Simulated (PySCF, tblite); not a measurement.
**Complex of aluminium trichloride and ammonia**

A gas-phase complex of aluminium trichloride and ammonia; neutral, singlet. The structure comes from a short search (6 tight-binding starts) and was relaxed by PBE0-D3(BJ)/def2-SVPD; another way of binding may lie lower. Frequencies by PBE0-D3(BJ)/def2-SVPD show no clear imaginary mode.

Parts: 1 = aluminium trichloride ([Cl][Al]([Cl])[Cl]), atoms 1–4; 2 = ammonia (N), atoms 5–8.

```xyz
8

Cl   -1.259    1.311   -0.391
Al    0.252    0.263    0.679
Cl    0.265   -1.854    0.474
Cl    2.149    1.213    0.837
N    -0.419    0.469    2.550
H    -0.460    1.454    2.812
H    -1.357    0.080    2.651
H     0.191   -0.006    3.217
```
Atoms count from 1 in this order.

Contacts between parts, classed by geometry: Al2···N5 1.998 Å (bond).

The parts are joined by the bond Al2–N5, so these are energies of forming such bonds; deforming the relaxed parts to their shape in the adduct costs 7.3 kcal/mol, which the interaction energies leave out.

Interaction energies are complex less parts, with the parts frozen as they stand in it; counterpoise-corrected, in kcal/mol (PySCF).

Task: How strongly do the parts interact, level by level?

Result: 
| level | interaction | superposition error removed |
| --- | --- | --- |
| wB97M-D3(BJ)/def2-TZVPD | -46.29 | -0.48 |
| PBE0-D3(BJ)/def2-TZVPD | -47.32 | -0.49 |
| RI-MP2/def2-TZVPD | -45.77 | -2.29 |

Task: What holds them together? Decompose the wB97M-D3(BJ)/def2-TZVPD energy: frozen parts, their antisymmetrised product, then relaxation.

Result: electrostatic -78.9, Pauli repulsion +75.4, orbital relaxation -40.6, dispersion correction -2.8 kcal/mol, which sum to the value before the counterpoise correction; the Pauli term holds the exchange-correlation of the frozen density too. Of the attraction, 65 % is electrostatic, 33 % is orbital relaxation, 2 % is dispersion correction.

The parts were also relaxed and run alone, at the levels used for the complex: shieldings by PBE0/pcSseg-2; core levels by delta-SCF with SCAN, pcX-2 on the ionised atom and pcseg-1 elsewhere, spin-free X2C (2p3/2 is the spin-free 2p value less a third of a first-order spin-orbit splitting).

Values alone: shielding of Al2 (ppm): 408.6; shielding of N5 (ppm): 262.5; Cl1 2p3/2 core level (eV): 206.54; Al2 2p3/2 core level (eV): 83.03; N5 1s core level (eV): 405.54.

Task: How do these values change when the complex forms?

Result: 
| property | alone | in the complex | change |
| --- | --- | --- | --- |
| shielding of Al2 (ppm) | 408.6 | 451.0 | +42.4 |
| shielding of N5 (ppm) | 262.5 | 221.2 | -41.3 |
| Cl1 2p3/2 core level (eV) | 206.54 | 205.54 | -1.00 |
| Al2 2p3/2 core level (eV) | 83.03 | 81.77 | -1.26 |
| N5 1s core level (eV) | 405.54 | 408.80 | +3.25 |
